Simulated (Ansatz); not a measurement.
# Si₂H₃F (SMILES F[SiH]=[SiH2]): single points off equilibrium

The atoms stand at a frame of a short trajectory. How far do the functionals agree with CCSD(T) there?

Program: Ansatz 0.2.0, Gaussian basis. Level of theory: single points in def2-TZVPP. These are calculated values, not measurements.

Cores are frozen in the correlated methods.

1 further run of the same task is left out (it didn't finish).

## 1. The system as given

6 atoms, charge 0, spin multiplicity 1.

Atoms are counted from 1 here; the program's logs count them from 0.

Bond lengths: F1–Si2 1.649 Å, Si2–Si3 2.244 Å, Si2–H4 1.487 Å, Si3–H5 1.446 Å, Si3–H6 1.463 Å. Angles: F1–Si2–Si3 121.9°, F1–Si2–H4 103.1°, Si3–Si2–H4 118.6°, Si2–Si3–H5 107.5°, Si2–Si3–H6 124.1°, H5–Si3–H6 88.7°.

Geometry (Å):

```csv
atom,x (Å),y (Å),z (Å)
F1,-1.5966,-1.5449,0.6963
Si2,-0.1500,-0.9908,0.1308
Si3,0.2198,1.1901,-0.2460
H4,0.1911,-1.9661,-0.9384
H5,1.5146,1.3080,-0.8787
H6,0.6696,2.1347,0.7770
```

## 2. PBE-D4/def2-TZVPP

Input file run/in.yaml:

```yaml
crystal:
  periodic: [false, false, false]
  atoms:
    - {symbol: F, position_ang: [-1.596621, -1.544881, 0.696345]}
    - {symbol: Si, position_ang: [-0.150010, -0.990794, 0.130759]}
    - {symbol: Si, position_ang: [0.219767, 1.190089, -0.245962]}
    - {symbol: H, position_ang: [0.191065, -1.966147, -0.938388]}
    - {symbol: H, position_ang: [1.514611, 1.307960, -0.878662]}
    - {symbol: H, position_ang: [0.669555, 2.134701, 0.777014]}
basis:
  gaussian: {orbitals: def2-TZVPP}
hamiltonian: {xc: pbe, dispersion: d4}
output: {forces: true}
```

Command:

```sh
$ ansatz run in.yaml --threads 2 --pin off --events-out ev --progress --plain --max-ram 3481MiB
```

## 3. r2SCAN-D4/def2-TZVPP

Edit run/in.yaml of step 2 so:

```diff
@@ -11,3 +11,3 @@
   gaussian: {orbitals: def2-TZVPP}
-hamiltonian: {xc: pbe, dispersion: d4}
+hamiltonian: {xc: r2scan, dispersion: d4}
 output: {forces: true}
```

## 4. PBE0-D4/def2-TZVPP

Edit run/in.yaml of step 3 so:

```diff
@@ -11,3 +11,3 @@
   gaussian: {orbitals: def2-TZVPP}
-hamiltonian: {xc: r2scan, dispersion: d4}
-output: {forces: true}
+hamiltonian: {xc: pbe0, dispersion: d4}
+output: {forces: true, orbitals: {seedname: orbitals}}
```

## 5. wB97M-V/def2-TZVPP

Edit run/in.yaml of step 4 so:

```diff
@@ -11,3 +11,3 @@
   gaussian: {orbitals: def2-TZVPP}
-hamiltonian: {xc: pbe0, dispersion: d4}
-output: {forces: true, orbitals: {seedname: orbitals}}
+hamiltonian: {xc: {name: wB97M-V}}
+output: {forces: true}
```

## 6. CCSD(T)/def2-TZVPP

Edit run/in.yaml of step 5 so:

```diff
@@ -11,3 +11,3 @@
   gaussian: {orbitals: def2-TZVPP}
-hamiltonian: {xc: {name: wB97M-V}}
+correlation: {method: ccsd_t}
 output: {forces: true}
```

(Steps that only read results are left out.)

Q: Predict the outcome of this session. Wanted: energy less free atoms, CCSD(T)/def2-TZVPP; RMS force component; RMS force error; HOMO and LUMO, PBE0-D4; T1 diagnostic.

The runs gave:

| quantity | value |
| --- | --- |
| energy less free atoms, CCSD(T)/def2-TZVPP | -17.506 eV |
| RMS force component | 0.546 to 0.630 eV/Å over the methods |
| RMS force error | PBE-D4 0.273, r2SCAN-D4 0.116, PBE0-D4 0.128, wB97M-V 0.127 eV/Å |
| HOMO and LUMO, PBE0-D4 | -6.53 and -2.91 eV |
| T1 diagnostic | 0.019 |

Against CCSD(T) the functionals' energies less atoms differ by -0.630 to -0.171 eV, PBE-D4 by -0.630 eV. The reference is not at the basis limit: in triple zeta CCSD(T) underbinds, which counts against methods that bind more; the gaps are no ranking. The forces of r2SCAN-D4 come nearest to CCSD(T), those of PBE-D4 are farthest. Frozen-core CCSD(T) forces in triple zeta carry basis errors of their own, and this is one geometry, so small gaps rank nothing. The restricted Hartree–Fock reference is unstable towards an unrestricted one at one or more of these structures.
